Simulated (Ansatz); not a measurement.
fcc Cu was calculated with Hartree–Fock (plane waves, PAW; Ansatz, a first-principles code).

Numerical settings: plane-wave cutoff 460 eV, 16×16×16 k mesh, Fermi–Dirac smearing 0.05 eV, no spin polarisation, scalar-relativistic PAW data made under PBE.

Computed at the level's own relaxed cell.

**Question.** What does this level give for the equilibrium volume per atom and lattice parameter a?

**Answer.** 
* **equilibrium volume per atom**: 15.75 Å³/atom
* **lattice parameter a**: 3.979 Å

Measured, for comparison: equilibrium volume per atom 11.62 Å³/atom, lattice constant a 3.595 Å (low-temperature or extrapolated to 0 K; zero-point anharmonic expansion removed; as tabulated in Csonka et al. (2009), arXiv:0903.4037). Computed (rounded) less measured: equilibrium volume per atom +35.5 %, lattice constant a +10.7 %.

Note: the cell is over a tenth larger than the published one: the level's own overestimate first of all, though another phase or state, or a fault of the published cell, is possible.

The computed numbers hold no vibrational or temperature effects.
